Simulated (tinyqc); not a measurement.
Inside a calculation. Method: Pariser-Parr-Pople SCF with singles CI, for the molecule O=CN=O (SMILES; centres numbered as the heavy atoms are written). One step of it, computed by the program tinyqc.

Problem. Singles CI, singlets. Over the 4 single excitations with the smallest orbital gaps: A = (e_a - e_i) delta + 2 (ia|jb) - (ij|ab), with (pq|rs) = sum c_mp c_mq gamma_mn c_nr c_ns. f = 2/3 w |mu|^2 in atomic units, mu = sqrt2 sum c_ia sum_m c_mi c_ma R_m.

orbital energies (eV): [-16.136606, -14.036160, -5.892751, -1.505040]

coefficients, order 1O, 2C, 3N, 4O:
```
[[0.293177, 0.817961, -0.367747, -0.331283],
 [0.303601, 0.378774, 0.371640, 0.791353],
 [0.579704, -0.107869, 0.651831, -0.476889],
 [0.697005, -0.419325, -0.549329, 0.191280]]
```

repulsion gamma_rs (eV), order 1O, 2C, 3N, 4O:
```
[[14.000000, 5.553972, 4.029401, 3.042223],
 [5.553972, 10.160000, 5.224569, 3.981198],
 [4.029401, 5.224569, 11.070000, 5.648234],
 [3.042223, 3.981198, 5.648234, 14.000000]]
```

Centres (angstrom, eV; a flat drawing with bonds scaled to 1.40 angstrom):
```
centre          x          y  core charge z          W   gamma_rr
1O       1.848000  -0.127000              1  19.130000  14.000000
2C       0.559000   0.421000              1  10.180000  10.160000
3N      -0.559000  -0.421000              1  13.400000  11.070000
4O      -1.848000   0.127000              1  19.130000  14.000000
```

Give: singlet CI matrix; singlet excitation energies; oscillator strengths.

Solution.

singlet CI matrix (eV), order 2>3, 1>3, 2>4, 1>4:
```
[[5.413, -0.353, 0.331, 0.139],
 [-0.353, 7.371, 0.376, -0.258],
 [0.331, 0.376, 8.611, 0.036],
 [0.139, -0.258, 0.036, 10.610]]
```

singlet excitation energies (eV): [5.303, 7.334, 8.731, 10.635]

oscillator strengths: [0.529, 0.439, 0.065, 0.201]
